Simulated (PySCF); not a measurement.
# C4H6F2: the cost of one run

The runs use PySCF 2.14.0, with density-fitted response routines of our own; the level of theory stands in each step. All values are computed, except where a source is named. Atoms are numbered from 0 throughout.

**1. The molecule as given**

12 atoms, charge 0, multiplicity 1; geometry from: PBE0-D3(BJ)/def2-SVP.

Bonds of the start (Å): C0–C1 1.53, C1–C2 1.50, C2–C3 1.33, C3–F4 1.32, C3–F5 1.31, C0–H6 1.10, C0–H7 1.10, C0–H8 1.10, C1–H9 1.10, C1–H10 1.10, C2–H11 1.09.

**2. Nuclear shieldings: HF/pcSseg-2**

The job: settings as JSON, then the geometry in Å.

```
{"job": {"kind": "nmr", "xc": "HF", "basis": "pcSseg-2", "pop": false}, "charge": 0, "multiplicity": 1}
C     -1.644631    -0.021456    -0.141711
C     -0.272416    -0.687583    -0.151882
C      0.772995     0.102012     0.570323
C      1.863706     0.600716     0.002925
F      2.186017     0.467306    -1.265589
F      2.784699     1.297730     0.628224
H     -2.000793     0.147308     0.886944
H     -2.391414    -0.646933    -0.654077
H     -1.614736     0.956184    -0.646468
H      0.052926    -0.862605    -1.188944
H     -0.350796    -1.685268     0.315396
H      0.655154     0.305650     1.637533
```

With the program's defaults for keys left out, this is: GIAO HF/pcSseg-2 NMR shielding, non-relativistic, gas phase.

Started as:

```sh
> OMP_NUM_THREADS=1 python probes_run.py task.json out
```

This one command runs all jobs of the session in turn.

Q: Estimate the wall time and peak memory of this first job on 1 thread of Arm Neoverse V1, shared host.

About 23 s, with a peak of 1.1 GiB.
